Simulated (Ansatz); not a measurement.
Rock-salt KF, treated with G0W0@PBE0 (Ansatz, a quantum-chemistry and plane-wave program, plane waves, hard PAW, contour deformation).

The cell has the measured lattice parameters. Conventional cell: a = 5.3440 Å, b = 5.3440 Å, c = 5.3440 Å, α = 90.00°, β = 90.00°, γ = 90.00°.

The quasiparticle gap at Γ at a fixed k mesh 4×4×4:

| response cutoff | value (eV) |
|---|---|
| 150 eV, 292 empty bands | 10.851 |
| 200 eV, 450 empty bands | 10.973 |
| 250 eV, 629 empty bands | 11.066 |
| 300 eV, 827 empty bands | 11.134 |

Problem. Taking the value to converge with the response cutoff E as E^(−3/2), extrapolate from the last two rows.

Solution. With y = y∞ + c/w and weights w = 3953 and 5196 for the last two rows, y∞ = (w2 y2 − w1 y1)/(w2 − w1) = (5196 × 11.134 − 3953 × 11.066)/1243 = 11.350 eV, which lies 0.216 beyond the last row. Successive pairs of rows give 11.199, 11.300, 11.350. The limit also hangs on the law assumed, so its last digits aren't firm.

The other settings are not extrapolated, so this is the limit in one setting alone.

Note: GW on a hybrid start was not checked against another program.
